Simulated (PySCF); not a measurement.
For cubic BN, Hartree–Fock (GTH pseudopotentials, Gaussian basis; PySCF) gives:

- lattice constant a = 3.596 Å
- bulk modulus = 433 GPa
- cohesive energy = 4.82 eV/atom

Task: What does MP2 in PySCF (GTH pseudopotentials, Gaussian basis) give for the same quantities?

Result: 
- lattice constant a: 3.596 Å (hardly moves)
- bulk modulus: 399 GPa (decreases by 7.9 %)
- cohesive energy: 7.29 eV/atom (increases by 2.47 eV/atom)

For comparison: lattice constant a 3.593 Å (measured, corrected for zero-point motion; as tabulated in Goldzak et al. (2022), arXiv:2208.04865); bulk modulus 410 GPa (measured, 0 K value with the zero-point phonon effect removed, our sources range from 388 to 410; as tabulated in Mejia-Rodriguez and Trickey (2018), arXiv:1807.09216); cohesive energy 6.76 eV/atom (measured, static lattice: zero-point vibration energy added; as tabulated in Mejia-Rodriguez and Trickey (2018), arXiv:1807.09216).

Changes are worked out from the printed values.

Unless a cell is named, each level is at its own relaxed cell (Hartree–Fock 5.81, MP2 5.81 Å³/atom).
